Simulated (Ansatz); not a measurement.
## NH⁺, quartet in aug-cc-pVDZ: errors against full CI

Geometry: that of the NH, triplet, kept fixed.

```json
{"atom": "N", "x (Å)": "0.0000", "y (Å)": "0.0000", "z (Å)": "0.0000"}
{"atom": "H", "x (Å)": "0.0000", "y (Å)": "0.0000", "z (Å)": "1.0397"}
```

Basis aug-cc-pVDZ; Ansatz 0.2.0. Only valence electrons are correlated (noble-gas cores frozen), which leaves 5 electrons in 31 orbitals. Prefix R: restricted or restricted open-shell reference; prefix U: unrestricted. Active spaces: valence = (5e, 5o) chosen from the atoms' valence shells.

Full CI is exact within this basis and frozen core; it isn't the basis-set limit. The frozen core follows each run's orbitals, which can shift R against U totals by a few meV.

For open shells CISD and CISDTQ are restricted-active-space CI with the open shells as a complete middle space.

* UHF ⟨S²⟩: 3.754
* T1 diagnostic (RCCSD): 0.0185
* largest doubles amplitude (RCCSD): 0.027
* T1 diagnostic (UCCSD): 0.0158

```json
{"level": "RHF", "E − E(full CI) (kcal/mol)": "55.64", "share of correlation (%)": "0.00", "wall time": "–"}
{"level": "UHF", "E − E(full CI) (kcal/mol)": "54.19", "share of correlation (%)": "2.60", "wall time": "–"}
{"level": "RMP2", "E − E(full CI) (kcal/mol)": "11.42", "share of correlation (%)": "79.48", "wall time": "–"}
{"level": "UMP2", "E − E(full CI) (kcal/mol)": "11.24", "share of correlation (%)": "79.80", "wall time": "–"}
{"level": "CISD", "E − E(full CI) (kcal/mol)": "0.98", "share of correlation (%)": "98.25", "wall time": "0.66 s"}
{"level": "RCCSD", "E − E(full CI) (kcal/mol)": "0.93", "share of correlation (%)": "98.34", "wall time": "–"}
{"level": "UCCSD", "E − E(full CI) (kcal/mol)": "0.87", "share of correlation (%)": "98.43", "wall time": "–"}
{"level": "RCCSD(T)", "E − E(full CI) (kcal/mol)": "0.17", "share of correlation (%)": "99.70", "wall time": "0.66 s"}
{"level": "UCCSD(T)", "E − E(full CI) (kcal/mol)": "0.13", "share of correlation (%)": "99.77", "wall time": "0.63 s"}
{"level": "BCCD(T)", "E − E(full CI) (kcal/mol)": "0.17", "share of correlation (%)": "99.70", "wall time": "0.39 s"}
{"level": "RCCSDT", "E − E(full CI) (kcal/mol)": "0.00", "share of correlation (%)": "100.00", "wall time": "–"}
{"level": "UCCSDT", "E − E(full CI) (kcal/mol)": "-0.04", "share of correlation (%)": "100.07", "wall time": "–"}
{"level": "CISDTQ", "E − E(full CI) (kcal/mol)": "0.00", "share of correlation (%)": "100.00", "wall time": "6.5 s"}
{"level": "RCCSDT(Q)", "E − E(full CI) (kcal/mol)": "-0.02", "share of correlation (%)": "100.03", "wall time": "2 s"}
{"level": "UCCSDT(Q)", "E − E(full CI) (kcal/mol)": "-0.06", "share of correlation (%)": "100.10", "wall time": "1.8 s"}
{"level": "CASSCF (valence space)", "E − E(full CI) (kcal/mol)": "43.64", "share of correlation (%)": "21.57", "wall time": "–"}
{"level": "NEVPT2 (valence space)", "E − E(full CI) (kcal/mol)": "9.44", "share of correlation (%)": "83.02", "wall time": "0.21 s"}
{"level": "MRCISD (valence space)", "E − E(full CI) (kcal/mol)": "1.68", "share of correlation (%)": "96.98", "wall time": "–"}
{"level": "MRCISD+Q (valence space)", "E − E(full CI) (kcal/mol)": "0.70", "share of correlation (%)": "98.73", "wall time": "0.45 s"}
```

The correlation energy at full CI, counted from RHF, is -2.413 eV. That run took 12 s on 1 thread of Arm Neoverse V2, shared host over 243,572 determinants.

Times hold each run's SCF and search for its determinant on a shared host, so for small cases they say little of a method's own cost; they ran on 1 thread of Arm Neoverse V2.

The full-CI state has the irrep A2 of C2v, in the program's axes (one component, if the state is degenerate).

Natural occupations of full CI about the gap: 1.966 0.995 0.994 0.994 0.017 0.005 0.005 0.004 0.004 0.004; effectively unpaired electrons, Σ n²(2−n)², 3.01.
